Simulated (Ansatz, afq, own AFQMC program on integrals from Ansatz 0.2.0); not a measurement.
# Hf, triplet in def2-TZVPP, levels against full CI

A free Hf atom.

Basis def2-TZVPP with its core potentials. Noble-gas cores (and the filled d shells of Ga–Kr and In–Xe) are frozen. Integrals, coupled cluster, full CI and functionals: Ansatz 0.2.0; the random walks run on the same integrals in our own AFQMC program. The CISD trial takes its coefficients from CCSD amplitudes. Released means that phaseless walkers are propagated on without the constraint, phases kept. ± is one standard error of the sampling. No spin–orbit coupling. The metal's outer-core s and p shells are frozen, which shifts wave-function levels against functionals.

Determinant: UHF, the one that the program's search chose, which needn't be the lowest solution.

Full CI on the same integrals is exact in this basis and with this determinant's frozen core.

Cautions: no spin-orbit coupling; outer-core shells of the metal frozen; the released energies have errors that jump between times, so the bars are unsure, so no released level is given (meV from the phaseless value at times in 1/Eh: -3.4 ± 0.5 at 0.24, -7.2 ± 0.6 at 0.50, -5 ± 9 at 1.00, -20.2 ± 1.7 at 1.50).

The T1 diagnostic is 0.0232, the weight of the determinant in the CISD state is 0.908 and the ⟨S²⟩ of the determinant is 2.015. The size of the correlated space is 4 electrons in 52 orbitals.

| level | correlation energy (eV) |
| --- | --- |
| MP2 | -1.2997 |
| CCSD | -1.6419 |
| CCSD(T) | -1.7273 |

Question: Estimate where phaseless AFQMC with the Hartree–Fock trial lies against CCSD(T) on the same integrals.

Answer: 3.98 ± 0.22 kcal/mol above CCSD(T).

Reference: full CI, correlation energy -1.764 eV.

```
        level  E − E(reference) (kcal/mol)  share of correlation (%)
      CCSD(T)                         0.85                     97.90
        CCSDT                         0.10                     99.76
     CCSDT(Q)                         0.02                     99.94
  ph-AFQMC/HF                  4.83 ± 0.22                     88.12
ph-AFQMC/CISD                  1.00 ± 0.02                     97.54
```

CCSDT and higher add their correlation energy to the determinant of the CCSD(T) run, since their own runs factorise the integrals more tightly (a shift of under 2 meV). A walk keeps the symmetry of its determinant, which the program's search chose and which needn't be the lowest solution, so a lower state of the same spin and another symmetry isn't excluded.
